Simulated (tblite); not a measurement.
Species: C4H5NO.
Bonds: C1–C2 (triple), C2–C3, C3–O4 (double), C3–N5, N5–C6. Hydrogens: H7 on C1; H8 on N5; H9, H10, H11 on C6.

Computed with GFN2-xTB (tblite), gas phase: nudged elastic band of 9 images (0 to 8), spring 0.2 eV/Å², climbing image at the end, force threshold 0.05 eV/Å. The top image wasn't refined or checked by frequencies; at this threshold it can lie a kcal/mol or more above the true saddle point of the method.

Path: rotation about C3–N5 (amide carbonyl carbon, amide nitrogen), followed by the dihedral C2–C3–N5–C6. Start geometry (image 0):
```
atom  x, y, z in Å
C1      2.943   -0.105   -0.302
C2      1.801   -0.092    0.064
C3      0.458   -0.084    0.608
O4      0.224   -0.185    1.793
N5     -0.491    0.051   -0.351
C6     -1.897    0.093   -0.039
H7      3.937   -0.116   -0.643
H8     -0.211    0.131   -1.315
H9     -1.993   -0.007    1.041
H10    -2.428   -0.726   -0.528
H11    -2.336    1.043   -0.353
```

The converged band, energies from image 0, some withheld:

```tsv
image	dihedral (°)	C2–C3 (Å)	C3–N5 (Å)	N5–C6 (Å)	C2–C3–N5 (°)	C3–N5–C6 (°)	E (meV)
0	180	1.449	1.355	1.441	112.5	122.2	0
1	-161	1.449	1.357	1.441	112.3	121.7	66
2	-143	1.449	1.363	1.442	112.3	121.1	?
3	-132	1.446	1.390	1.443	109.8	119.8	?
4	-116	1.439	1.432	1.464	109.3	113.7	?
5	-74	1.443	1.385	1.454	114.2	121.6	?
6	-37	1.447	1.358	1.443	116.0	126.7	171
7	-11	1.448	1.353	1.439	115.2	127.0	29
8	0	1.448	1.352	1.438	115.4	127.3	6
```

**Question.** Estimate the withheld energies, and name the highest image.

**Answer.** image 2: 262 meV; image 3: 639 meV; image 4: 861 meV; image 5: 516 meV. The highest is image 4.

**Question.** Give the height of the top above the start in other units, and in kT at 298.15 K.

**Answer.** 0.8613 eV = 19.86 kcal/mol = 83.1 kJ/mol = 6947 cm⁻¹, or 33.5 kT.

What follows is the cost of the whole band run. Time: 6.5 s; peak memory 0.18 GiB. Hardware: one thread of an Arm Neoverse N1 (shared host).
